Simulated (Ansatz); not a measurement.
A nudged elastic band was laid between two geometries of C2H5S (8 atoms, charge 1, multiplicity 1).

Theory: RKS BLYP/def2-SVP in Ansatz 0.2.0.

| Property | Result |
| --- | --- |
| movable images | 5 |
| climbing image | yes |
| spring | 5.0 eV/Å² |
| optimiser | quadratic models (default) |
| start path | through a guess of the saddle point |
| force threshold | 0.03 eV/Å |
| iteration limit | 60 |
| end points | relaxed |

First end point:

```xyz
8
Properties=species:S:1:pos:R:3
C -0.866 0.880 -0.944
S -0.014 -0.514 -0.949
C 0.695 -0.718 0.733
H -1.368 1.162 -1.888
H -0.962 1.538 -0.062
H 0.434 0.136 1.383
H 1.791 -0.811 0.598
H 0.291 -1.673 1.127
```

Last end point:

```xyz
8
Properties=species:S:1:pos:R:3
C -1.237 1.567 -0.832
S -0.350 0.209 -0.634
C 0.676 -0.749 0.637
H -0.334 -0.514 -1.798
H -1.274 2.182 0.100
H 0.647 -0.139 1.559
H 1.695 -0.827 0.211
H 0.176 -1.729 0.758
```

Which bonds break or form, and what moves?

Bonds broken: C1–H4. Bonds formed: S2–H4.

Give the energies along the band, and the barrier.

The forces met the threshold. The highest image is number 4 of 0 to 6, 4.20 eV above the first end and 0.90 eV above the last; the last end lies 3.30 eV above the first. Neighbouring images differ by up to 2.3 eV, so the band resolves the path poorly. A vibrational analysis at the climbing image gives one clearly imaginary mode, 1179i cm⁻¹, and a faint second one (35i cm⁻¹) that may be numerical noise or a soft torsion: probably a first-order saddle point. The orbitals stay closed-shell, which can raise the energy where a bond breaks towards radicals; this wasn't checked here. Limits of this set-up: the dipole of an ion depends on the origin.

| image | path coordinate (Å) | energy (eV) | C1–H4 (Å) | S2–H4 (Å) |
| --- | --- | --- | --- | --- |
| 0 | 0.00 | 0.00 | 1.11 | 2.35 |
| 1 | 0.70 | 0.01 | 1.11 | 2.35 |
| 2 | 1.39 | 0.20 | 1.10 | 2.24 |
| 3 | 2.09 | 1.86 | 1.15 | 1.87 |
| 4 | 2.79 | 4.20 | 1.67 | 1.46 |
| 5 | 3.69 | 3.44 | 2.35 | 1.37 |
| 6 | 4.58 | 3.30 | 2.47 | 1.37 |

What is the geometry of the highest image?


```xyz
8
Properties=species:S:1:pos:R:3:forces:R:3
C -1.056 1.410 -0.833 0.00 -0.01 0.00
S 0.308 0.361 -0.877 0.01 0.01 0.01
C 0.723 -0.685 0.620 -0.01 -0.01 -0.01
H -0.823 0.023 -1.731 0.00 0.00 0.00
H -1.564 1.459 0.164 0.00 0.00 0.00
H 0.899 0.033 1.448 0.01 0.00 0.00
H 1.643 -1.245 0.364 0.00 0.00 0.00
H -0.129 -1.356 0.845 0.00 0.01 0.01
```

Run time: 3.7 min on 1 thread of Intel(R) Xeon(R) Processor @ 2.70GHz, on a shared host, peak memory 0.13 GiB.
